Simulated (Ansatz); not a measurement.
Write a Python script for the Python package of Ansatz (0.2.0) that makes a single point in a Gaussian basis of C₃H₄FNO (charge -1), SMILES N[C]([O-])/C=C/F. Use: PBE, def2-SVPD basis, multiplicity 2.

```xyz
10

N    -1.7154    0.1074   -0.3685
C    -0.8182   -0.7829    0.3641
O    -0.5658   -1.9341   -0.3852
C     0.4708   -0.1031    0.7460
C     1.3749    0.2771   -0.1630
F     2.5262    0.8787    0.2343
H    -1.2393    0.4440   -1.2367
H    -1.9116    0.9408    0.2319
H     0.6716    0.0648    1.7991
H     1.2067    0.1073   -1.2220
```

`run_energy.py`
```python
from dataclasses import dataclass
from pathlib import Path
import logging
import sys

import ansatz as az
from ase import Atoms

logging.basicConfig(stream=sys.stdout, format="%(levelname)s %(message)s")
log = logging.getLogger("c3h4fno")
log.setLevel(logging.INFO)


@dataclass(frozen=True)
class RunConfig:
    basis: str = "def2-SVPD"
    xc: str = "pbe"
    charge: int = -1


cfg = RunConfig()

atoms = Atoms(["N", "C", "O", "C", "C", "F", "H", "H", "H", "H"], positions=[
    [-1.7154, 0.1074, -0.3685],
    [-0.8182, -0.7829, 0.3641],
    [-0.5658, -1.9341, -0.3852],
    [0.4708, -0.1031, 0.746],
    [1.3749, 0.2771, -0.163],
    [2.5262, 0.8787, 0.2343],
    [-1.2393, 0.444, -1.2367],
    [-1.9116, 0.9408, 0.2319],
    [0.6716, 0.0648, 1.7991],
    [1.2067, 0.1073, -1.222],
])
geometry = az.Crystal.molecule_from_ase(atoms)

job = geometry.calculation()
job = job.basis(gaussian=cfg.basis)
job = job.functional(cfg.xc)
job = job.charge(cfg.charge)
job = job.spin("collinear", total=1)
job = job.orbitals()
print(job.to_yaml())
out = job.run(runs_dir="c3h4fno_runs")
rep = out.report

log.info("reference energy %16.6f eV" % rep["reference_energy_ev"])
log.info("total energy     %16.6f eV" % rep["free_energy_ev"])
print("occupied orbitals outside the frozen core (up, down):", rep["n_occupied"], " frozen:", rep["n_frozen"], " virtual:", rep["n_virtual"])

state = rep["mean_field"]["state"]
log.info(f"mean field: {state['energy']['hartree']:.7f} Ha, <S^2> = {abs(state['spin_squared']):.4f}, stability: {state.get('stability', {}).get('kind')}")

lines = Path(rep["orbitals_path"]).read_text().splitlines()
field_of = lambda key: [line.split("=")[1].strip() for line in lines if line.startswith(key)]
orbitals = [(27.211386 * float(e), s, float(n)) for e, s, n in zip(field_of("Ene="), field_of("Spin="), field_of("Occup="))]
homo = max(e for e, _, n in orbitals if n > 0.5)
lumo = min(e for e, _, n in orbitals if n < 0.5)
log.info(f"HOMO {homo:.3f} eV, LUMO {lumo:.3f} eV, gap {lumo - homo:.3f} eV")
```

```console
$ python run_energy.py
crystal:
  periodic: [false, false, false]
  atoms:
    - { symbol: "N", position_ang: [-1.7154, 0.1074, -0.3685] }
    - { symbol: C, position_ang: [-0.8182, -0.7829, 0.3641] }
    - { symbol: O, position_ang: [-0.5658, -1.9341, -0.3852] }
    - { symbol: C, position_ang: [0.4708, -0.1031, 0.746] }
    - { symbol: C, position_ang: [1.3749, 0.2771, -0.163] }
    - { symbol: F, position_ang: [2.5262, 0.8787, 0.2343] }
    - { symbol: H, position_ang: [-1.2393, 0.444, -1.2367] }
    - { symbol: H, position_ang: [-1.9116, 0.9408, 0.2319] }
    - { symbol: H, position_ang: [0.6716, 0.0648, 1.7991] }
    - { symbol: H, position_ang: [1.2067, 0.1073, -1.222] }
basis:
  gaussian:
    orbitals: def2-SVPD
hamiltonian:
  xc: pbe
magnetization:
  spin_polarized: true
  initial_magnetization: 1.0
total_charge: -1.0
output:
  orbitals: {}

INFO reference energy     -9411.255550 eV
INFO total energy         -9411.255550 eV
occupied orbitals outside the frozen core (up, down): [24, 23]  frozen: 0  virtual: [134, 135]
INFO mean field: -345.8572623 Ha, <S^2> = 0.7529, stability: minimum
INFO HOMO 2.011 eV, LUMO 3.213 eV, gap 1.202 eV
```

Total energies depend on the basis set; only differences at equal settings carry meaning. The geometry is a force-field or estimated start, not a minimum of this method, and the basis set is short of its limit. The species is open-shell (spin multiplicity 2). Levels such as HOMO and LUMO are orbital energies: with these approximate functionals they aren't the ionisation energy and electron affinity, and their gap isn't the fundamental gap. Wall time of the script: 12 s on 1 thread of Arm Neoverse V2, with other jobs on the host, peak memory 0.32 GiB.

(Lines on the test bed's own set-up are left out of the output.)
